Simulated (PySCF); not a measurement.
Match the calculated data to a structure.

| technique | computed result |
| --- | --- |
| Dipole | 1.59 D [CAM-B3LYP/def2-SVPD] |
| UV, first state | lowest singlet excitation: 7.21 eV (172 nm, f = 0.007) [TDDFT CAM-B3LYP/def2-SVPD] |
| Rotational structure | rotational constants A, B, C: 4.744, 4.515, 2.631 GHz [GFN2-xTB] |
| UV, strongest line | among the 8 lowest singlet transitions: S2 at 7.76 eV (160 nm, f = 0.057) [TDDFT CAM-B3LYP/def2-SVPD] |
| Triplet | lowest triplet excitation (Tamm–Dancoff): 7.04 eV [TDA CAM-B3LYP/def2-SVPD] |
| Polarisability | 61.8 au [CAM-B3LYP/def2-SVPD] |

Electronic properties: PySCF, gas phase, density fitting. Levels stand in brackets. The structure is a single GFN2-xTB conformer in the gas phase; no vibrational or solvent corrections.

Question: Which candidate is it?
A. `C1CCOCC1`
B. `CCOC1CC1`
C. `CCCCC=O`
D. `C=CC(C)(C)O`

Answer: A. It is `C1CCOCC1`. Numbering: `[CH2:1]1[CH2:2][CH2:3][O:4][CH2:5][CH2:6]1`. Its formula, C5H10O, gives 1 degree of unsaturation: 1 ring and 0 π bonds in the structure found. The optimised geometry has point group Cs and is an asymmetric top.

The others, at the same levels:
- `CCOC1CC1` fails: its computed lowest singlet excitation is 7.04 eV (176 nm, f = 0.012) (against 7.21 eV), strongest line among the 8 lowest singlet transitions is S6 at 8.51 eV (146 nm, f = 0.053) (against S2 at 7.76 eV) and static isotropic polarisability is 63.4 au (against 61.8 au).
- `C=CC(C)(C)O` fails: its computed lowest triplet excitation (Tamm–Dancoff) is 4.56 eV (against 7.04 eV), static isotropic polarisability is 66.5 au (against 61.8 au) and smallest rotational constant is 2.751 GHz (against 2.631 GHz).
- `CCCCC=O` fails: its computed lowest singlet excitation is 4.39 eV (283 nm, f = 0.000) (against 7.21 eV), lowest triplet excitation (Tamm–Dancoff) is 3.78 eV (against 7.04 eV) and strongest line among the 8 lowest singlet transitions is S3 at 8.07 eV (154 nm, f = 0.064) (against S2 at 7.76 eV).

Each candidate is one conformer, not necessarily the lowest. The conformers computed, where there is a choice (atom-mapped SMILES and torsion angles):
- `[CH3:1][CH2:2][O:3][CH:4]1[CH2:5][CH2:6]1`: C1–C2–O3–C4 -70°, C2–O3–C4–C5 166°
- `[CH2:1]=[CH:2][C:3]([CH3:4])([CH3:5])[OH:6]`: C1–C2–C3–C4 111°, H–O6–C3–C2 -61°
- `[CH3:1][CH2:2][CH2:3][CH2:4][CH:5]=[O:6]`: C1–C2–C3–C4 180°, C2–C3–C4–C5 180°, C3–C4–C5–O6 0°
